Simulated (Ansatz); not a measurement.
# NH (singlet): the correlation ladder at distance N1–H2 = 0.916 Å, aug-cc-pVTZ

Aim: climb from Hartree-Fock through coupled cluster and multireference methods for NH (singlet) at one geometry and basis, and see what each rung misses.

The runs use Ansatz 0.2.0, Gaussian basis; aug-cc-pVTZ, core rule «outside noble gas», up to 1 orbitals frozen.

To be run: UHF; CCSD(T) on RHF; CCSD(T) on UHF; BCCD(T) on RHF; CCSDT(Q) on RHF; CCSDT(Q) on UHF; CCSDTQ on RHF; CASSCF and MRCISD+Q, 2 electrons in 2 orbitals; CASSCF and NEVPT2, 2 electrons in 2 orbitals; CASSCF and MRCISD+Q, 6 electrons in 5 orbitals; CASSCF and NEVPT2, 6 electrons in 5 orbitals; Full CI; Full CI in the symmetry of the determinant.

1 further run of the same task is left out (it didn't finish).

**1. What is computed**

The geometry derives from a PBE0/def2-TZVP stationary point (not a proven minimum). One bond is set to the value named and the two fragments are kept rigid.

2 atoms, charge 0, spin multiplicity 1.

Atoms are counted from 1 here; the program's logs count them from 0.

Bond lengths: N1–H2 0.916 Å.

**2. UHF**

File in.yaml:

```yaml
crystal:
  periodic: [false, false, false]
  atoms:
    - {symbol: N, position_ang: [0.000000, 0.000000, 0.000000]}
    - {symbol: H, position_ang: [0.000000, 0.000000, 0.916000]}
basis:
  gaussian: {orbitals: aug-cc-pVTZ}
magnetization: {spin_polarized: true, initial_magnetization: 0}
hamiltonian: {xc: hf}
output: {orbitals: {seedname: orbitals}}
```

Launch:

```sh
$ ansatz run in.yaml --threads 1 --pin off --events-out ev --progress --plain --max-ram 3956MiB --backend cpu
```

After this run come: CCSD(T) on RHF; CCSD(T) on UHF; BCCD(T) on RHF; CCSDT(Q) on RHF; CCSDT(Q) on UHF; CCSDTQ on RHF; CASSCF and MRCISD+Q, 2 electrons in 2 orbitals; CASSCF and NEVPT2, 2 electrons in 2 orbitals; CASSCF and MRCISD+Q, 6 electrons in 5 orbitals; CASSCF and NEVPT2, 6 electrons in 5 orbitals; Full CI; Full CI in the symmetry of the determinant.

**Question.** What will the summary of the whole plan be? Wanted: FCI below the RHF energy; RMP2 from FCI; RCCSD from FCI; RCCSD(T) from FCI; RCCSDT(Q) from FCI; NEVPT2 pair from FCI; MRCISD+Q pair from FCI; NEVPT2 valence from FCI; T1 diagnostic.

**Answer**, as computed:

| quantity | value |
| --- | --- |
| FCI below the RHF energy | -5.6091 eV |
| RMP2 from FCI | +29.79 kcal/mol |
| RCCSD from FCI | +12.20 kcal/mol |
| RCCSD(T) from FCI | +6.67 kcal/mol |
| RCCSDT(Q) from FCI | -0.34 kcal/mol |
| NEVPT2 pair from FCI | +12.44 kcal/mol |
| MRCISD+Q pair from FCI | +0.39 kcal/mol |
| NEVPT2 valence from FCI | +17.40 kcal/mol |
| levels within 1 kcal/mol (43 meV) | RCCSDT, RCCSDT(Q), RCCSDTQ, MRCISD+Q pair, MRCISD+Q valence |
| T1 diagnostic | 0.007 |
| effectively unpaired electrons | 2.01 |

What this shows: RCCSD(T) misses by +6.67 kcal/mol, 5.2 % of the correlation energy. RCCSDT(Q) falls below full CI, which methods that aren't variational can do. The occupations show strong static correlation (2.0 unpaired electrons where one determinant has 0). Of the multireference levels listed MRCISD+Q valence comes nearest in total energy (+0.32 kcal/mol), which doesn't show that its space is the better one. These misses are within one basis, not against nature.
